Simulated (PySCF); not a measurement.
# One shape, several levels: triplet H3O+

Wanted: a comparison of 6 runs (U-r2SCAN/aug-cc-pVTZ, UB3LYP/aug-cc-pVTZ, UBLYP/aug-cc-pVTZ, UPBE0/aug-cc-pVTZ, UTPSS/aug-cc-pVTZ, UCCSD(T)/aug-cc-pVTZ) of triplet H3O+. Input form: a Python script.

The results are computed with PySCF 2.14.0.

## Step 1: The system as given

The species is H3O+ (4 atoms), meant as a triplet with charge +1. As SMILES of the parent species, `[OH3+]`. The shape is that of a GFN2-xTB optimisation. That shape belongs to the parent species and isn't relaxed for this state.

Bond lengths: O1–H2 0.983 Å, O1–H3 0.983 Å, O1–H4 0.984 Å. Angles: H2–O1–H3 112.0°, H2–O1–H4 112.0°, H3–O1–H4 112.0°.

## Step 2: A single-point energy at U-r2SCAN/aug-cc-pVTZ (run 1)

Input file run.py:

```python
from pyscf import gto, dft

mol = gto.M(
    atom='O 0.196050 -0.061020 -0.056900; H 0.214230 0.919440 0.016470; H -0.413410 -0.366620 -0.765680; H 0.003130 -0.491800 0.806120',
    charge=1,
    max_memory=1860,
    verbose=3,
    basis='aug-cc-pvtz',
    spin=2,
)

calc0 = dft.UKS(mol)
calc0.xc = 'r2scan'
calc0.grids.level = 5
calc0.conv_tol = 1e-10
calc0.kernel()
if not calc0.converged:
    calc0 = calc0.newton().run(calc0.mo_coeff, calc0.mo_occ)

etot = calc0.e_tot
print('E(%s) = %.9f' % ('R2SCAN', etot))
```

Command:

```console
$ OMP_NUM_THREADS=1 python run.py
```

The program printed:

```text
WARN: HOMO -0.0504413484574435 >= LUMO -0.467892216686618

WARN: HOMO -0.448586239544543 >= LUMO -0.90529985103958

WARN: HOMO -0.410272159905329 >= LUMO -0.782154473730696

WARN: HOMO -0.393073389815836 >= LUMO -0.747997832110316

WARN: HOMO -0.394733580821697 >= LUMO -0.74814120749503

WARN: HOMO -0.394781338869695 >= LUMO -0.748504253511454

WARN: HOMO -0.394800835600353 >= LUMO -0.748514710804676

WARN: HOMO -0.39479049824136 >= LUMO -0.74850266304608

WARN: HOMO -0.394790470152973 >= LUMO -0.748501864008697

WARN: HOMO -0.394790751237771 >= LUMO -0.748502518133543

converged SCF energy = -76.3008784778921  <S^2> = 2.0030168  2S+1 = 3.0020105
E(R2SCAN) = -76.300878478
```

Run time: 35 s. Hardware: 1 thread of Arm Neoverse V2, shared host; peak memory 0.65 GiB.

## Step 3: The energy at UB3LYP/aug-cc-pVTZ (run 2)

Input file input.py:

```python
from pyscf import gto, dft

mol = gto.M(
    atom=[
    ('O', (0.196050, -0.061020, -0.056900)),
    ('H', (0.214230, 0.919440, 0.016470)),
    ('H', (-0.413410, -0.366620, -0.765680)),
    ('H', (0.003130, -0.491800, 0.806120)),
],
    spin=2,
    charge=1,
    basis='aug-cc-pvtz',
    verbose=3,
    max_memory=1860,
)

mf = dft.UKS(mol, xc='b3lyp')
mf.conv_tol = 1e-10
mf.grids.level = 5
mf.kernel()
if not mf.converged:
    mf = mf.newton().run(mf.mo_coeff, mf.mo_occ)

etot = mf.e_tot
print('E(%s) = %.9f' % ('B3LYP', etot))
```

Command:

```console
$ OMP_NUM_THREADS=1 python input.py
```

The program printed:

```text
WARN: HOMO -0.0627010245913198 >= LUMO -0.481118914099213

WARN: HOMO -0.467777525736141 >= LUMO -0.916177944346529

WARN: HOMO -0.428691051242692 >= LUMO -0.777690801418931

WARN: HOMO -0.411732311280669 >= LUMO -0.737504292809803

WARN: HOMO -0.412196054449911 >= LUMO -0.735464149110214

WARN: HOMO -0.412051693894178 >= LUMO -0.735376983157494

WARN: HOMO -0.412074797216444 >= LUMO -0.735385073859177

WARN: HOMO -0.412072507382774 >= LUMO -0.735376777904541

WARN: HOMO -0.412072605986783 >= LUMO -0.735375734198197

WARN: HOMO -0.412072698360799 >= LUMO -0.735376267017188

converged SCF energy = -76.3396314571636  <S^2> = 2.0013292  2S+1 = 3.000886
E(B3LYP) = -76.339631457
```

Run time: 14 s. Hardware: 1 thread of Arm Neoverse V2, shared host; peak memory 0.6 GiB.

Run 3 isn't shown in full; the table further down has it.

## Step 4: A single-point energy at UPBE0/aug-cc-pVTZ (run 4)

Input file geometry.xyz:

```xyz
4
H3O
O      0.196050    -0.061020    -0.056900
H      0.214230     0.919440     0.016470
H     -0.413410    -0.366620    -0.765680
H      0.003130    -0.491800     0.806120
```

Input file input.py:

```python
from pyscf import gto, dft

mol = gto.M(
    atom='geometry.xyz',
    verbose=4,
    basis='aug-cc-pvtz',
    spin=2,
    max_memory=1860,
    charge=1,
)

mf = dft.UKS(mol)
mf.xc = 'pbe0'
mf.conv_tol = 1e-10
mf.grids.level = 5
mf.kernel()
if not mf.converged:
    mf = mf.newton().run(mf.mo_coeff, mf.mo_occ)

etot = mf.e_tot
print(f'total energy: {etot:.8f} hartree')
```

Command:

```console
$ OMP_NUM_THREADS=1 python input.py
```

The program printed:

```text
PySCF version 2.14.0

[... 52 lines left out ...]
[... the frontier-level lines of each cycle are left out ...]
[... 5 lines left out ...]
[... 5 lines left out ...]
[... 5 lines left out ...]
[... 5 lines left out ...]
[... 5 lines left out ...]
[... 5 lines left out ...]

cycle= 7 E= -76.2556345467488  delta_E= -9.04e-08  |g|= 6.5e-05  |ddm|= 0.00091


cycle= 8 E= -76.2556345520293  delta_E= -5.28e-09  |g|= 7.21e-06  |ddm|= 0.000191


cycle= 9 E= -76.2556345520778  delta_E= -4.84e-11  |g|= 1.37e-06  |ddm|= 2.01e-05


Extra cycle  E= -76.255634552078  delta_E= -2.13e-13  |g|= 8.45e-07  |ddm|= 2.09e-06
converged SCF energy = -76.255634552078  <S^2> = 2.0017199  2S+1 = 3.0011464
total energy: -76.25563455 hartree
```

Wall time 14 s (1 thread of Arm Neoverse V2, shared host); peak memory 0.6 GiB.

Run 5 isn't shown in full; the table further down has it.

## Step 5: The energy at UCCSD(T)/aug-cc-pVTZ (run 6)

Input file input.xyz:

```xyz
4
H3O
O      0.196050    -0.061020    -0.056900
H      0.214230     0.919440     0.016470
H     -0.413410    -0.366620    -0.765680
H      0.003130    -0.491800     0.806120
```

Input file input.py:

```python
from pyscf import gto, cc

molecule = gto.M(
    atom='input.xyz',
    max_memory=1860,
    verbose=4,
    charge=1,
    basis='aug-cc-pvtz',
    spin=2,
)

mf = molecule.UHF()
mf.conv_tol = 1e-10
mf.kernel()
if not mf.converged:
    mf = mf.newton().run(mf.mo_coeff, mf.mo_occ)

mycc = cc.CCSD(mf, frozen=1)
mycc.kernel()
e_t = mycc.ccsd_t()
energy = mycc.e_tot + e_t
print('Final energy', energy)
```

Command:

```console
$ OMP_NUM_THREADS=1 python input.py
```

The program printed:

```text
PySCF version 2.14.0

[... 39 lines left out ...]
WARN: HOMO -0.00451182826423846 >= LUMO -0.543528210720158
[... 5 lines left out ...]
WARN: HOMO -0.48274205280941 >= LUMO -0.726366044337627
[... 5 lines left out ...]
WARN: HOMO -0.467641571061087 >= LUMO -0.493612052815067
[... 42 lines left out ...]
converged SCF energy = -75.9627261656265  <S^2> = 2.0043786  2S+1 = 3.0029176
[... 12 lines left out ...]
Init t2, MP2 energy = -0.219132004432553
[... 13 lines left out ...]
UCCSD converged
[... 2 lines left out ...]
Final energy -76.20478038367132
```

Wall time 1.9 min (1 thread of Arm Neoverse V2, shared host); peak memory 1.6 GiB.

## Step 6: The series

| run | level | integration grid | frozen core orbitals | energy (Eh) | HOMO energy (eV) | ⟨S²⟩ | wall time |
| --- | --- | --- | --- | --- | --- | --- | --- |
| 1 | U-r2SCAN/aug-cc-pVTZ | 5 | – | -76.300878 | -10.74 | 2.003 | 35 s |
| 2 | UB3LYP/aug-cc-pVTZ | 5 | – | -76.339631 | -11.21 | 2.001 | 14 s |
| 3 | UBLYP/aug-cc-pVTZ | 5 | – | -76.323735 | -10.48 | 2.001 | 13 s |
| 4 | UPBE0/aug-cc-pVTZ | 5 | – | -76.255635 | -11.30 | 2.002 | 14 s |
| 5 | UTPSS/aug-cc-pVTZ | 5 | – | -76.344517 | -10.49 | 2.002 | 35 s |
| 6 | UCCSD(T)/aug-cc-pVTZ | – | 1 | -76.204780 | -13.00 | 2.004 | 1.9 min |

## Step 7: What came out

| quantity | value |
| --- | --- |
| run 6: total energy | -76.20478 Eh |
| run 6: HOMO energy (Hartree–Fock orbitals) (highest over α and β) | -13.00 eV |
| run 6: LUMO energy (Hartree–Fock orbitals) (lowest over α and β) | -11.99 eV |
| run 6: correlation energy (1 core orbital frozen) | -242.1 mEh |
| run 6: (T) correction | -6.49 mEh |
| run 6: ⟨S²⟩ of the reference determinant | 2.004 |
| run 6: T1 diagnostic | 0.012 |

In words: Totals of different functionals can't be ranked against each other. All runs together took 3.8 min, the longest 1.9 min.
